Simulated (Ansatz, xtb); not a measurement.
CH7Si2+: which of two structures lies lower

We compare a, a singlet given by its coordinates, with b, `C[SiH+][SiH3]`, a singlet. Both are isolated ions in the gas phase, relaxed with B3LYP-D3(BJ)/def2-SVP.

a (Å):

```yaml
atoms:
  - { symbol: C, position_ang: [-0.5439, 0.8953, -0.4528] }
  - { symbol: Si, position_ang: [-0.6955, -0.5845, 0.6846] }
  - { symbol: Si, position_ang: [-0.3568, -0.3794, -1.8117] }
  - { symbol: H, position_ang: [-1.4484, 1.5165, -0.5244] }
  - { symbol: H, position_ang: [0.3445, 1.5199, -0.2809] }
  - { symbol: H, position_ang: [0.4895, -1.0028, 1.4574] }
  - { symbol: H, position_ang: [-2.0421, -1.0085, 1.1124] }
  - { symbol: H, position_ang: [0.9991, -0.6941, -2.3003] }
  - { symbol: H, position_ang: [-1.5328, -0.6999, -2.6427] }
  - { symbol: H, position_ang: [-0.5108, -1.6072, -0.6539] }
```

Close contacts (Å): C1–Si2 1.87, C1–Si3 1.87, Si2–Si3 2.53, C1–H4 1.10, C1–H5 1.10, Si2–H6 1.48, Si2–H7 1.48, Si2–H10 1.69, Si3–H8 1.48, Si3–H9 1.48, Si3–H10 1.69.

b (Å):

```yaml
atoms:
  - { symbol: C, position_ang: [-1.5129, 0.8039, 0.6494] }
  - { symbol: Si, position_ang: [-0.5773, 0.4079, -0.8805] }
  - { symbol: Si, position_ang: [0.4471, -1.6576, -1.4441] }
  - { symbol: H, position_ang: [-2.5237, 1.1605, 0.3695] }
  - { symbol: H, position_ang: [-1.0250, 1.6636, 1.1505] }
  - { symbol: H, position_ang: [-1.5927, -0.0394, 1.3491] }
  - { symbol: H, position_ang: [-0.4829, 1.5480, -1.8313] }
  - { symbol: H, position_ang: [1.8756, -1.2873, -1.6209] }
  - { symbol: H, position_ang: [-0.2213, -2.0281, -2.7190] }
  - { symbol: H, position_ang: [0.1813, -2.5786, -0.3152] }
```

Question: Estimate which is lower in electronic energy at CCSD(T)/def2-TZVP, and by roughly how much.

Answer: The CCSD(T)/def2-TZVP calculation puts structure a lower, by 8.7 kcal/mol.

The same difference at several levels:

| level | geometry | E(b) − E(a) (kcal/mol) | departure from the last row (kcal/mol) | job, with rough time for the two |
| --- | --- | --- | --- | --- |
| B3LYP-D3(BJ)/def2-SVP | B3LYP-D3(BJ)/def2-SVP | +5.3 | −3.4 | optimisation, 3.3 min |
| HF/def2-TZVP | B3LYP-D3(BJ)/def2-SVP | +3.9 | −4.9 | part of the CCSD(T) run |
| MP2/def2-TZVP | B3LYP-D3(BJ)/def2-SVP | +10.8 | +2.0 | part of the CCSD(T) run |
| CCSD(T)/def2-TZVP | B3LYP-D3(BJ)/def2-SVP | +8.7 |  | single point, 64 s |

The levels shown agree on the order. The largest departure from CCSD(T)/def2-TZVP is that of HF/def2-TZVP, 4.9 kcal/mol. Levels run at GFN2-xTB geometries aren't shown.

With harmonic frequencies from B3LYP-D3(BJ)/def2-SVP (ideal gas, rigid rotor, one conformer each, 298.15 K, 1 atm): on the last row, ΔE + ΔZPE = +8.3 kcal/mol. A mode under 50 cm⁻¹ makes harmonic enthalpies and free energies unreliable, so none is given.

The correlated steps freeze 11 core orbitals. Codes used: Ansatz 0.2.0; the last row on 2 threads of AMD EPYC (Zen 3) on a shared host.
